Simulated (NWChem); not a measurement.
**C3N− (SMILES [C-]#CC#N) at KT2 (NWChem form)/cc-pVDZ-DK (ZORA)**

Aim: the vertical ionisation energy of C3N− at KT2 (NWChem form)/cc-pVDZ-DK (ZORA), from 2 runs. 

The results are computed with NWChem 7.3.0.

2 further runs of the same task are left out: 2 set aside as unsound or not needed.

## Step 1: The system as given

C3N−: 4 atoms, total charge -1, spin state singlet. As SMILES, `[C-]#CC#N`. The shape is that of a GFN2-xTB optimisation.

Bond lengths: C1–C2 1.250 Å, C2–C3 1.347 Å, C3–N4 1.171 Å. Angles: C1–C2–C3 179.8°, C2–C3–N4 179.9°.

## Step 2: A single-point energy at KT2 (NWChem form)/cc-pVDZ-DK (ZORA)

run.py reads:

```python
from ase import Atoms
from ase.calculators.nwchem import NWChem

atoms = Atoms('CCCN', positions=[
    [0.905590, -0.791660, 1.475690],
    [0.310100, -0.274070, 0.506370],
    [-0.330560, 0.287750, -0.537400],
    [-0.885130, 0.777980, -1.444660],
])

calc = NWChem(
    label='geom',
    theory='dft',
    memory='2200 mb',
    basis='cc-pVDZ-DK',
    basispar='spherical',
    charge=-1,
    relativistic={'zora': 'on'},
    dft={'xc': 'kt2', 'mult': '1', 'grid': 'medium', 'mulliken': None},
    task='energy',
)
atoms.calc = calc

print(f"energy = {atoms.get_potential_energy():.6f} eV")
print("dipole (e A):", atoms.get_dipole_moment().round(4))
```

Command:

```
$ export ASE_NWCHEM_COMMAND="nwchem PREFIX.nwi > PREFIX.nwo"
$ python run.py
```

Output:

```text
energy = -4683.132750 eV
dipole (e A): [-0.2274  0.1971 -0.3694]
```

The calculator wrote geom.nwi:

```
title "geom"

permanent_dir geom

scratch_dir geom

start geom

geometry units angstrom nocenter noautosym noautoz
  C  9.0559000000000001e-01 -7.9166000000000003e-01 1.4756899999999999e+00
  C  3.1009999999999999e-01 -2.7406999999999998e-01 5.0636999999999999e-01
  C  -3.3056000000000002e-01 2.8775000000000001e-01 -5.3739999999999999e-01
  N  -8.8512999999999997e-01 7.7798000000000000e-01 -1.4446600000000001e+00
end

charge -1

memory 2200 mb

basis spherical noprint
   * library cc-pVDZ-DK
end

relativistic
  zora on
end
dft
  xc kt2
  mult 1
  grid medium
  mulliken
end

task dft energy
```

geom.nwo, cut to the lines that bear on the results:

```text
[...]
          Wavefunction type:  closed shell.
          No. of atoms     :     4
          No. of electrons :    26
[...]
          Charge           :    -1
          Spin multiplicity:     1
[...]
          AO basis - number of functions:    56
[...]
              XC Information
              --------------
                          KT2 Method XC Functional
                        Slater Exchange Functional  1.072 local
                           KT1 gradient correction  1.000 non-local
            Perdew 1991 LDA Correlation Functional  0.577 local
[...]
 d= 0,ls=0.0,diis     1   -171.9249523918 -2.42D+02  6.08D-02  1.18D+00     2.2
[...]
 d= 0,ls=0.0,diis    11   -172.1019556165 -1.15D-07  3.63D-06  6.46D-08     7.2
[...]
         Total DFT energy =     -172.101955616544
      One electron energy =     -372.575889452762
           Coulomb energy =      156.384067518703
    Exchange-Corr. energy =      -26.331039123751
 Nuclear repulsion energy =       70.420905441266
       Scaling correction =        0.042839818105
[...]
      Total Density - Mulliken Population Analysis
     ---------------------------------------------
    Atom       Charge   Shell Charges
 -----------   ------   -------------------------------------------------------
    1 C    6     6.44   2.00  0.77  0.65  1.69  1.28  0.05
    2 C    6     6.06   2.00  0.70  0.38  2.08  0.86  0.04
    3 C    6     6.27   2.00  0.71  0.49  2.01  0.97  0.10
    4 N    7     7.23   2.00  0.85  0.69  2.22  1.43  0.04
[...]
```

Run time: 8.7 s. Hardware: 1 thread of Intel Xeon Platinum 8375C at 2.90GHz (Ice Lake), shared host; peak memory 0.11 GiB.

## Step 3: Doublet neutral C3N, same level

c3n.nw reads:

```
start c3n
title "C3N"
memory 2200 mb

geometry units angstrom noautosym nocenter noautoz
C      0.905590    -0.791660     1.475690
C      0.310100    -0.274070     0.506370
C     -0.330560     0.287750    -0.537400
N     -0.885130     0.777980    -1.444660
end

basis spherical
* library cc-pVDZ-DK
end

relativistic
zora on
end

dft
xc kt2
mult 2
grid medium
maxiter 150
mulliken
end

task dft energy
```

Command:

```
$ nwchem c3n.nw > c3n.out
```

Output, cut to the lines that bear on the results:

```text
[...]
          Wavefunction type:  spin polarized.
          No. of atoms     :     4
          No. of electrons :    25
[...]
          Charge           :     0
          Spin multiplicity:     2
[...]
          AO basis - number of functions:    56
[...]
              XC Information
              --------------
                          KT2 Method XC Functional
                        Slater Exchange Functional  1.072 local
                           KT1 gradient correction  1.000 non-local
            Perdew 1991 LDA Correlation Functional  0.577 local
[...]
 d= 0,ls=0.0,diis     1   -171.8873564724 -2.42D+02  1.66D-02  1.06D-01     2.7
[...]
 d= 0,ls=0.5,diis    39   -171.9547909694 -4.65D-08  4.83D-06  7.83D-06    25.7
[...]
         Total DFT energy =     -171.954790754859
      One electron energy =     -365.401456071640
           Coulomb energy =      149.044967790376
    Exchange-Corr. energy =      -26.019207914862
 Nuclear repulsion energy =       70.420905441266
       Scaling correction =        0.044159644479
[...]
      Total Density - Mulliken Population Analysis
     ---------------------------------------------
    Atom       Charge   Shell Charges
 -----------   ------   -------------------------------------------------------
    1 C    6     6.19   2.00  0.84  0.93  1.58  0.78  0.06
    2 C    6     5.68   2.00  0.74  0.36  2.03  0.50  0.05
    3 C    6     6.09   2.00  0.72  0.46  2.03  0.79  0.09
    4 N    7     7.04   2.00  0.89  0.79  2.15  1.16  0.04
[...]
      <S2> =      0.7590 (Exact =     0.7500)
[...]
```

Wall time 27 s (1 thread of Intel Xeon Platinum 8375C at 2.90GHz (Ice Lake), shared host); peak memory 0.11 GiB.

## Step 4: What came out

Level: KT2 (NWChem form)/cc-pVDZ-DK (ZORA).

| quantity | value |
| --- | --- |
| singlet C3N−: total energy | -172.10196 Eh |
| singlet C3N−: HOMO energy | -0.42 eV |
| singlet C3N−: LUMO energy | 4.37 eV |
| singlet C3N−: HOMO–LUMO gap (to an unbound level, set by the basis) | 4.79 eV |
| doublet neutral C3N: total energy | -171.95479 Eh |
| doublet neutral C3N: dipole moment | 0.75 D |
| doublet neutral C3N: HOMO energy (highest over α and β) | -7.54 eV |
| doublet neutral C3N: LUMO energy (lowest over α and β) | -7.51 eV |
| doublet neutral C3N: ⟨S²⟩ | 0.759 |
| vertical detachment energy (to the doublet neutral) | 4.005 eV |

In words: The vertical ionisation energy comes to 4.00 eV (92 kcal/mol). The negative HOMO energy of the first species, 0.42 eV, lies 3.59 eV below that difference. Mulliken charges (singlet C3N−) run from -0.44 on C1 to -0.06 on C2.
